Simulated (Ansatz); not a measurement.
# SiH₂S (SMILES [SiH2]=S): functionals against CCSD(T) at one geometry

One table from this session's results is given with a row withheld; the runs are named, their logs left out.

Method: single points in def2-TZVPP; program: Ansatz 0.2.0, Gaussian basis.

Correlated methods freeze the cores.

## The system as given

SMILES `[SiH2]=S`, 4 atoms, charge 0, spin multiplicity 1.

Atoms are counted from 1 here; the program's logs count them from 0.

Bond lengths: Si1–S2 1.986 Å, Si1–H3 1.437 Å, Si1–H4 1.472 Å. Angles: S2–Si1–H3 125.1°, S2–Si1–H4 124.5°, H3–Si1–H4 110.4°.

Coordinates:

```xyz
4
charge 0, multiplicity 1
Si   -0.06760   -0.00170   -0.04640
S     1.67160   -0.24040    0.88220
H    -1.23040   -0.82160    0.15440
H    -0.36070    1.07900   -1.00220
```

Set-up of the first run:

Input file run/in.yaml:

```yaml
crystal:
  periodic: [false, false, false]
  atoms:
    - {symbol: Si, position_ang: [-0.067600, -0.001700, -0.046400]}
    - {symbol: S, position_ang: [1.671600, -0.240400, 0.882200]}
    - {symbol: H, position_ang: [-1.230400, -0.821600, 0.154400]}
    - {symbol: H, position_ang: [-0.360700, 1.079000, -1.002200]}
basis:
  gaussian: {orbitals: def2-TZVPP}
correlation: {method: ccsd_t}
output: {forces: true}
```

No record of the launch command was kept for these runs.

Among the steps run: CCSD(T)/def2-TZVPP; PBE0-D4/def2-TZVPP; wB97M-V/def2-TZVPP; r2SCAN-D4/def2-TZVPP; PBE-D4/def2-TZVPP; SPW92/def2-TZVPP; wB97X-V/def2-TZVPP.

One of the session's tables, all rows but one given; the rest of the session is left out.

```
   method  RMS force component (eV/Å)  angle to CCSD(T) forces (°)  dipole (D)
  CCSD(T)                       0.595                    reference        2.74
  PBE0-D4                       0.759                          5.3        2.92
  wB97M-V                       0.757                         10.0        3.00
r2SCAN-D4                       0.706                          3.9        2.82
   PBE-D4                       0.648                         11.7        2.62
    SPW92                           ?                            ?           ?
  wB97X-V                       0.845                          9.0        3.18
```

Estimate the missing values for SPW92.

**Answer.** RMS force component (eV/Å): 0.768; angle to CCSD(T) forces (°): 7.8; dipole (D): 2.64. In the column «RMS force component (eV/Å)» it lies between PBE0-D4 (0.759) and wB97X-V (0.845).
